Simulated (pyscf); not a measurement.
**Four-centre exchange: `[OH][Sn]([OH])([OH])[OH]` + `[H][H]` → `[OH2]` + `[OH][SnH]([OH])[OH]`**

Gas phase, singlet surface, charge 0. Bonds broken: O1–Sn2, H10–H11. Bonds formed: O1–H10, Sn2–H11. Single points on ωB97X-D3(BJ)/def2-SVP structures (PySCF, gas phase).

Transition state (Å):

```xyz
11

O      0.2576     2.1474     0.9021
Sn    -0.7230     0.4698     0.0772
O      0.6256     0.0099    -1.2833
O     -2.2249     1.0086    -1.0661
O     -0.6998    -1.1813     1.1433
H      0.5651     2.8886     0.3580
H      1.1478    -0.7538    -1.0060
H     -2.0525     0.7126    -1.9709
H     -1.2681    -1.1103     1.9208
H     -0.8479     2.0803     1.4587
H     -1.6629     1.4682     1.6109
```

One imaginary mode, 1404i cm⁻¹; descent along it reached the two sides named, in the forms told below.

```tsv
bond	change	reactant side (Å)	saddle	product side
O1–Sn2	breaks	1.965	2.111	2.421
H10–H11	breaks	0.760	1.031	3.4
O1–H10	forms	2.519	1.239	0.975
Sn2–H11	forms	3.4	2.057	1.694
```

Electronic energies relative to the separated reactants (kJ/mol):

| level | barrier | reaction energy | reverse barrier |
|---|---|---|---|
| ωB97X-D3(BJ)/def2-TZVP | 125.2 | +9.6 | 115.6 |
| PBE/def2-TZVP | 103.3 | +6.8 | 96.5 |
| r²SCAN/def2-TZVP | 109.1 | +12.8 | 96.2 |
| B3LYP-D3(BJ)/def2-TZVP | 121.6 | +7.3 | 114.2 |
| PBE0-D3(BJ)/def2-TZVP | 110.6 | +0.6 | 110.0 |
| M06-2X/def2-TZVP | 130.5 | +21.1 | 109.4 |
| ωB97M-D3(BJ)/def2-TZVP | 123.9 | +2.1 | 121.8 |
| HF/def2-TZVP | 181.7 | -6.4 | 188.1 |

With ωB97M-D3(BJ)/def2-TZVP energies and thermal terms (ideal gas, 1 atm, RRHO with modes under 100 cm⁻¹ raised to 100, one conformer, R ln 2 for chiral ones without a mode under 150 cm⁻¹), in kJ/mol:

| T (K) | ΔH‡ | ΔG‡ | ΔH | ΔG |
|---|---|---|---|---|
| 298 | 126.5 | 165.0 | +12.3 | +5.1 |
| 600 | 122.2 | 206.0 | +7.7 | -0.5 |
| 900 | 121.3 | 248.2 | +4.0 | -3.7 |
| 1200 | 122.0 | 290.5 | +1.1 | -5.8 |

On the product side the descent ends in an adduct with a O–Sn contact (not fully relaxed), 57.8 kJ/mol under the separated species and 173.3 kJ/mol under the saddle at ωB97X-D3(BJ)/def2-TZVP. What is counted as broken (O–Sn) persists as a longer contact in the product adduct; parting that adduct is a step of its own. At the saddle there is also a short H–Sn contact that neither side keeps. One saddle was located; it need not be the lowest between these sides. Elements past Kr carry the def2 core potentials, without spin-orbit coupling.
